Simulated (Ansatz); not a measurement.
# AlO2 (quartet): the correlation ladder at a displaced geometry (v2), cc-pVDZ

The task here is to estimate one member of a computed series from the others.

Program: Ansatz 0.2.0, Gaussian basis. Level of theory: cc-pVDZ, core rule «outside noble gas», up to 7 orbitals frozen. These are calculated values, not measurements.

The runs, in order: UHF; CCSD(T) on ROHF; CCSD(T) on UHF; BCCD(T) on ROHF; CISD; CCSDT(Q) on ROHF; CCSDT(Q) on UHF.

38 further runs of the same task are left out: 17 for a known fault of the program, 11 that didn't finish, 10 set aside as unsound or not needed.

### The system

The geometry is a PBE0/def2-TZVP stationary point (not a proven minimum) with its atoms shifted at random (size 0.100 Å).

3 atoms, charge 0, spin multiplicity 4.

Atoms are counted from 1 here; the program's logs count them from 0.

Bond lengths: O1–Al2 1.778 Å, Al2–O3 1.792 Å. Angles: O1–Al2–O3 172.1°.

Set-up of the first run:

Contents of in.yaml:

```yaml
crystal:
  periodic: [false, false, false]
  atoms:
    - {symbol: O, position_ang: [0.084376, 0.005225, 1.776798]}
    - {symbol: Al, position_ang: [-0.080498, 0.013599, 0.006591]}
    - {symbol: O, position_ang: [-0.003878, -0.018825, -1.783389]}
basis:
  gaussian: {orbitals: cc-pVDZ}
magnetization: {spin_polarized: true, initial_magnetization: 3}
hamiltonian: {xc: hf}
output: {orbitals: {seedname: orbitals}}
```

Started as:

```bash
$ ansatz run in.yaml --threads 1 --pin off --events-out ev --progress --plain --max-ram 2393MiB
```

Steps of the session up to this table: UHF; CCSD(T) on ROHF; CCSD(T) on UHF; BCCD(T) on ROHF; CISD; CCSDT(Q) on ROHF; CCSDT(Q) on UHF.

One table of the session follows, with a row left open; its other results are not shown here.

It belongs to the step «Misses and costs». 

```
   method  from UCCSDT(Q) (meV)
     ROHF              +10148.7
      UHF               +9893.1
     RMP2               +1035.0
     UMP2               +1056.9
     CISD               +1129.8
    RCCSD                +313.8
    UCCSD                +306.4
 RCCSD(T)                 +73.6
 UCCSD(T)                 +74.2
  BCCD(T)                 +75.4
   RCCSDT                 +33.1
   UCCSDT                 +31.5
RCCSDT(Q)                     ?
UCCSDT(Q)                     0
```

Estimate the missing values for RCCSDT(Q).

As computed: from UCCSDT(Q) (meV): +7.2. In the column «from UCCSDT(Q) (meV)» it lies between UCCSDT(Q) (0) and UCCSDT (+31.5).

Limits of these values: Restricted and unrestricted rows rest on different reference determinants; where their highest levels disagree by more than a few hundredths of an eV, they describe different states and don't form one ladder.
